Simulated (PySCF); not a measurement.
**Bond length, frequency and bond energy of OF by level of theory**

State: ²Π (doublet), unpaired electrons π ↑. Set-up: O x2c-TZVPPall, F x2c-TZVPPall; spin-free X2C with a Gaussian nucleus (PySCF 2.14). De refers to O + F in their high-spin ground configurations, without counterpoise correction. The functionals are run spin-unrestricted. A positive dipole means O(−)F(+). Levels whose curve was spin-contaminated or gave no clean fit are not listed.

| Level | Re (Å) | ωe (cm⁻¹) | De (eV) | μ (D) |
| --- | --- | --- | --- | --- |
| UHF-CCSD | 1.347 | 1110 | 1.80 | n/a |
| UHF-CCSD(T) | 1.356 | 1089 | 2.05 | n/a |
| LDA | 1.332 | 1161 | n/a | 0.31 |
| PBE | 1.360 | 1088 | 3.13 | 0.18 |
| r²SCAN | 1.351 | 1117 | 2.54 | 0.06 |
| r²SCANh | 1.341 | 1142 | 2.29 | 0.02 |
| PBE0 | 1.331 | 1168 | 2.35 | 0.05 |
| r²SCAN0 | 1.328 | 1177 | 1.95 | -0.03 |
| HSE06 | 1.333 | 1158 | 2.32 | 0.04 |
| B2PLYP | 1.350 | 1110 | 2.26 | -0.22 |

Question: Which functional lies closest to UHF-CCSD(T) in De, which farthest, and by how much do they differ from it?

Answer: Closest is r²SCAN0 (-2.8 pm in Re, +8.1 % in ωe, -0.10 eV in De against UHF-CCSD(T) in the same basis), farthest PBE (+0.4 pm in Re, -0.1 % in ωe, +1.08 eV in De). CCSD(T) converges more slowly with the basis than the functionals do and binds too weakly in this one, so the order can change at the basis-set limit.

Question: What does a quarter of exact exchange do here, going from PBE to PBE0?

Answer: PBE0 less PBE: -2.9 pm in Re, +7.4 % in ωe, -0.78 eV in De. Exact exchange removes part of the self-interaction that spreads semilocal densities, and in most molecules shortens and stiffens the bond and lowers De; so it does here.

Question: What does the step from GGA to meta-GGA do here, going from PBE to r²SCAN?

Answer: r²SCAN less PBE: -0.9 pm in Re, +2.7 % in ωe, -0.59 eV in De. 

Correlated steps freeze 2 core orbitals. B2PLYP dipoles, levels and charges come from its SCF part alone. The state was picked by a PBE0 search and need not be the measured ground state.
